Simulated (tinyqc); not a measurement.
Worked calculation: geometry optimisation on the UHF/sto-3g surface (energies and gradients from PySCF), for LiH, spin multiplicity 3. The optimisation ends on separated fragments, where the gradient is small because the surface is flat. Computed by tinyqc, a small Python program that keeps every step (integrals from PySCF). Settings: charge = 0, multiplicity = 3, basis = sto-3g, optimiser = bfgs, first Hessian = 0.6, largest step = 0.3, iteration cap = 30. Command: `OMP_NUM_THREADS=1 python tinyqc.py 22913 22914 out.jsonl` (the two numbers bound the seeds that draw the settings). One thread of a shared host (Intel(R) Xeon(R) Processor @ 2.60GHz), about 1 s of CPU time with the checks.

## Step 1: energy and gradient

positions at the start (bohr), order 1Li, 2H:
$$\begin{pmatrix}
0.00000 & 0.00000 & 0.00000 \\
0.00000 & 0.00000 & 2.62105
\end{pmatrix}$$

Self-consistent energy and analytic gradient at these positions.

energy = -7.7501403 hartree

gradient (hartree/bohr), order 1Li, 2H:
$$\begin{pmatrix}
0.0000000 & 0.0000000 & 0.0583136 \\
0.0000000 & 0.0000000 & -0.0583136
\end{pmatrix}$$

## Step 1: move

Quasi-Newton step p = -H^(-1) g (first H = 0.6 times the unit matrix); steps longer than 0.3 bohr are cut back.

positions after step 1 (bohr), order 1Li, 2H:
$$\begin{pmatrix}
0.00000 & 0.00000 & -0.09719 \\
0.00000 & 0.00000 & 2.71824
\end{pmatrix}$$

## Step 2: energy and gradient

As before.

energy = -7.7595963 hartree

gradient (hartree/bohr), order 1Li, 2H:
$$\begin{pmatrix}
0.0000000 & 0.0000000 & 0.0400147 \\
0.0000000 & 0.0000000 & -0.0400147
\end{pmatrix}$$

## Step 2: move

inverse Hessian in use (bohr^2/hartree):
$$\begin{pmatrix}
1.66667 & 0.00000 & 0.00000 & 0.00000 & 0.00000 & 0.00000 \\
0.00000 & 1.66667 & 0.00000 & 0.00000 & 0.00000 & 0.00000 \\
0.00000 & 0.00000 & 3.48894 & 0.00000 & 0.00000 & -1.82228 \\
0.00000 & 0.00000 & 0.00000 & 1.66667 & 0.00000 & 0.00000 \\
0.00000 & 0.00000 & 0.00000 & 0.00000 & 1.66667 & 0.00000 \\
0.00000 & 0.00000 & -1.82228 & 0.00000 & 0.00000 & 3.48894
\end{pmatrix}$$

Quasi-Newton step p = -H^(-1) g (the inverse Hessian comes from BFGS updates; coordinates in the order x, y, z of each atom); steps longer than 0.3 bohr are cut back (factor 0.998 here).

positions after step 2 (bohr), order 1Li, 2H:
$$\begin{pmatrix}
0.00000 & 0.00000 & -0.30932 \\
0.00000 & 0.00000 & 2.93037
\end{pmatrix}$$

## Convergence

Stop when the largest gradient component is below 3e-5 hartree/bohr. The inverse Hessian follows the BFGS update with s = step, y = change of gradient.

Course of the optimisation:
```
step  E (hartree)  largest gradient (hartree/bohr)
1      -7.7501403                         5.83e-02
2      -7.7595963                         4.00e-02
3      -7.7709376                         1.64e-02
4      -7.7744347                         8.15e-03
5      -7.7761100                         3.87e-03
6      -7.7768624                         2.09e-03
7      -7.7773755                         1.43e-03
8      -7.7779965                         1.59e-03
9      -7.7787436                         1.89e-03
10     -7.7795604                         1.90e-03
11     -7.7803161                         1.63e-03
12     -7.7809265                         1.24e-03
13     -7.7813711                         8.64e-04
14     -7.7816703                         5.61e-04
15     -7.7818594                         3.44e-04
16     -7.7819728                         2.01e-04
17     -7.7820376                         1.12e-04
18     -7.7820731                         6.00e-05
19     -7.7820917                         3.06e-05
20     -7.7821010                         1.48e-05
```

Final distances (angstrom):
```
pair    distance
2H-1Li   5.24522
```

Converged in 20 steps.
